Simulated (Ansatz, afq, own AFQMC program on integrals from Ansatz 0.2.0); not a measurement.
**Br, doublet → Br⁺, triplet**

A free Br atom.

E(triplet, charge +1) − E(doublet, charge +0) at this geometry, on UHF and UHF determinants.

Basis cc-pVQZ. Only valence electrons are correlated. Ansatz 0.2.0 and our own AFQMC program on the same integrals; the CISD trial comes from CCSD amplitudes, and released means the phaseless constraint is let go. Free AFQMC starts from the CCSD state and is never constrained. Its projection time is finite, and what remains of the start isn't in its error. ± is one standard error of the sampling. No spin–orbit coupling. The errors of all members are added in quadrature.

No full CI on the walks' own integrals is used here; CCSDT(Q) serves as the reference and is uncertain by about the last step of the cluster series. Each member takes its own surest rung, up to full CI.

Errors are counted within cc-pVQZ, not against nature.

Cautions: inner d shell frozen; no relativity below Rb; no spin-orbit coupling; Br (doublet): the released energies move by 1.5 errors or more from one time to the next, so no released level is given (meV from the phaseless value at times in 1/Eh: -3.8 ± 2.2 at 0.24, -2.7 ± 1.4 at 0.51, -6.2 ± 1.5 at 0.99, -4.7 ± 1.1 at 1.62, -9.7 ± 1.9 at 2.40), though the last usable value meets CCSDT(Q) within the noise.

Reference (CCSDT(Q)): 1133.5 kJ/mol.

```csv
level,vertical ionization energy (kJ/mol),error against CCSDT(Q) (kJ/mol)
HF,1037.3,-96.2
MP2,1127.3,-6.1
CCSD,1128.7,-4.8
CCSD(T),1133.2,-0.3
CCSDT,1133.3,-0.2
ph-AFQMC/HF,1132.6 ± 1.8,-0.8 ± 1.8
ph-AFQMC/CISD,1133.7 ± 0.2,0.3 ± 0.2
free AFQMC,1133.1 ± 0.3,-0.4 ± 0.3
```

Correlation beyond CCSD(T) adds 0.3 kJ/mol. The perturbative (T) step is worth +4.5 kJ/mol.

Free projections are given only where their last times agree within the noise and don't stop above the reference; a slow remainder of the start can still hide under it. A walk keeps the symmetry of its determinant, which the program's search chose and which needn't be the lowest solution, so a lower state of the same spin and another symmetry isn't excluded.
